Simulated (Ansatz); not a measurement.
System: 1T (CdI2-type) SnSe2. Method: rVV10 (plane waves, PAW; Ansatz, a program for electronic structure).

Rigid layers of the crystal as relaxed at this level are moved apart or together:

```tsv
run	k mesh	layer repeat (Å)	energy against free layers (meV/Å²)	gap on the mesh (eV)
1	12×12×6	5.84	-22.86	0.000
2	12×12×6	5.99	-23.65	0.083
3	12×12×6	6.14	-23.57	0.232
4	12×12×6	6.34	-22.51	0.421
5	12×12×6	6.64	-19.77	0.530
6	12×12×6	7.14	-14.54	0.550
7	12×12×4	8.14	-7.01	0.622
8	12×12×4	10.14	-1.99	0.662
```

The lowest energy of these points lies at a layer repeat of 5.99 Å.

Spin–orbit coupling is not included.
